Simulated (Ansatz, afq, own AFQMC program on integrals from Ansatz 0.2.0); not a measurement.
Atomization energy of ZrCl, quartet

```xyz
2

Zr    0.0000    0.0000    0.0000
Cl    0.0000    0.0000    2.3446
```

Atoms in their ground-state spins without spin–orbit coupling (mostly on UHF) minus the molecule (UHF), without zero-point energy. The geometry is a stationary point, not shown to be a minimum.

Basis def2-TZVP with its core potentials. Noble-gas cores (and the filled d shells of Ga–Kr and In–Xe) are frozen. Ansatz 0.2.0 and our own AFQMC program on the same integrals; the CISD trial comes from CCSD amplitudes, and released means the phaseless constraint is let go. Uncertainties: one standard error, sampling alone. No spin–orbit coupling. The metal's outer-core s and p shells are frozen, which shifts wave-function levels against functionals. The errors of all members are added in quadrature.

No full CI on the walks' own integrals is used here; CCSDT(Q) serves as the reference and is uncertain by about the last step of the cluster series. Each member takes its own surest rung, up to full CI.

The best estimate is CCSD(T) at the basis-set limit (CBS: def2-TZVPP and def2-QZVPP, with their diffuse functions for anions and beside diffuse sets, CCSD(T) itself extrapolated) plus the step from CCSD(T) to CCSDT(Q) in def2-TZVP. Rows without CBS are in def2-TZVP; B2PLYP and the wave-function rows carry a basis error of their own. Core correlation and relativity beyond core potentials are missing, and ± holds the sampling alone.

Cautions: no spin-orbit coupling; outer-core shells of the metal frozen; ZrCl (quartet): lower spins were not checked, higher spins were not checked, the released energies have errors that jump between times, so the bars are unsure, so no released level is given (meV from the phaseless value at times in 1/Eh: -5 ± 3 at 0.60, -10 ± 4 at 1.20, -9 ± 5 at 2.00, -11 ± 8 at 3.00, -30 ± 14 at 4.20), though the last usable value meets CCSDT(Q) within the noise, the ph-AFQMC/CISD walk drifts between its halves (2.8 errors); Zr (triplet): its ph-AFQMC/CISD value lies 26.1 ± 1.5 meV above full CI.

```tsv
level	atomization energy (eV)
B2PLYP	4.556
B3LYP	4.595
CCSD	4.282
```

Q: From these cheaper values, estimate the atomization energy at the level of the best estimate.

A: 4.594 eV (best estimate, highest rung CCSDT(Q)).

```
        level  atomization energy (eV)  error against the best estimate (eV)
           HF                    3.964                                -0.629
          MP2                    4.748                                 0.154
      CCSD(T)                    4.350                                -0.244
        CCSDT                    4.320                                -0.273
     CCSDT(Q)                    4.328                                -0.266
ph-AFQMC/CISD            4.348 ± 0.004                        -0.246 ± 0.004
       HF/CBS                    4.012                                -0.582
      MP2/CBS                    4.932                                 0.338
  CCSD(T)/CBS                    4.617                                 0.023
      wB97M-V                    4.659                                 0.065
```

Correlation beyond CCSD(T) takes off 0.023 eV. Going to the basis-set limit adds 0.267 eV at CCSD(T). The perturbative (T) step is worth +0.068 eV.

Best estimates are given only where the step beyond CCSD(T) is under 0.3 eV and no member's determinant is very poor (T1 over 0.05, or 0.07 for open shells, ⟨S²⟩ too high by 0.3, two states mixed), so the hardest cases are missing from such tables.

The functionals ran in a triple-zeta set and keep a basis error of their own, a few kJ/mol for each bond in atomization energies and more for double hybrids, so close places among them and the extrapolated levels can swap.

CCSDT and higher add their correlation energy to the determinant of the CCSD(T) run, since their own runs factorise the integrals more tightly (a shift of under 2 meV). Each member of a difference takes its own highest rung, so a best estimate needn't equal the limit plus the step of one row. The exponents were fitted on light atoms, and def2 sets of heavy atoms don't grow evenly, so the limit is rough here.
